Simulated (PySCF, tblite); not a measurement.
## Complex of acetonitrile and water

A gas-phase complex of acetonitrile and water; neutral, singlet. The structure comes from a short search (6 tight-binding starts) and was relaxed by PBE0-D3(BJ)/def2-SVPD; another way of binding may lie lower. Frequencies by PBE0-D3(BJ)/def2-SVPD show no clear imaginary mode.

```tsv
part	name	SMILES	atoms	charge	multiplicity
1	acetonitrile	CC#N	1–6	0	1
2	water	O	7–9	0	1
```

Coordinates in Å:
```
C1     -0.568   -0.013    0.142
C2      0.882   -0.051    0.161
N3      2.036   -0.129    0.151
H4     -0.931   -0.947   -0.307
H5     -0.960    0.077    1.164
H6     -0.920    0.839   -0.453
O7      0.778   -2.722   -1.186
H8      1.125   -3.529   -1.571
H9      1.548   -2.216   -0.900
```

Contacts between parts, classed by geometry: H9···N3 2.387 Å (hydrogen bond, 139°).

Interaction energies are complex less parts, with the parts frozen as they stand in it; counterpoise-corrected, in kcal/mol (PySCF).

Q: How strongly do the parts interact, level by level?

A: 
| level | interaction | superposition error removed |
| --- | --- | --- |
| wB97M-D3(BJ)/def2-TZVPD | -4.98 | -0.08 |
| PBE0-D3(BJ)/def2-TZVPD | -4.91 | -0.08 |

Q: What holds them together? Decompose the wB97M-D3(BJ)/def2-TZVPD energy: frozen parts, their antisymmetrised product, then relaxation.

A: electrostatic -6.1, Pauli repulsion +4.0, orbital relaxation -1.7, dispersion correction -1.2 kcal/mol, which sum to the value before the counterpoise correction; the Pauli term holds the exchange-correlation of the frozen density too. Of the attraction, 68 % is electrostatic, 19 % is orbital relaxation, 13 % is dispersion correction.

The parts were also relaxed and run alone, at the levels used for the complex: vibrations by PBE0-D3(BJ)/def2-SVPD; shieldings by PBE0/pcSseg-2; core levels by delta-SCF with SCAN, pcX-2 on the ionised atom and pcseg-1 elsewhere, spin-free X2C.

Q: How do these values change when the complex forms?

A: 
| property | alone | in the complex | change |
| --- | --- | --- | --- |
| O7–H9 bond (Å) | 0.961 | 0.964 | +0.004 |
| stretch carried by H9 (cm⁻¹, harmonic) | 3880, 3991 | 3841 | -94 from the mean |
| its infrared intensity (km/mol) | 8, 79 | 54 |  |
| shielding of H9 (ppm) | 30.85 | 29.00 | -1.85 |
| shielding of N3 (ppm) | -38.2 | -31.3 | +6.8 |
| shielding of O7 (ppm) | 328.9 | 324.1 | -4.8 |
| C2 1s core level (eV) | 292.66 | 292.68 | +0.02 |
| N3 1s core level (eV) | 405.35 | 405.31 | -0.04 |
| O7 1s core level (eV) | 539.76 | 539.39 | -0.36 |

The core-hole states of C2, N3 are spin-contaminated (⟨S²⟩ 0.82, 0.81 against 0.75 for a pure doublet), so those values and differences from them are less sure.

Q: What are the binding energy from relaxed parts (wB97M-D3(BJ)/def2-TZVPD), and ΔH and ΔG of association at 298.15 K and 1 atm?

A: -4.84 kcal/mol, -3.38 with zero-point energy; ΔH -3.4 and ΔG +3.2 kcal/mol, from harmonic vibrations by PBE0-D3(BJ)/def2-SVPD with low modes damped.
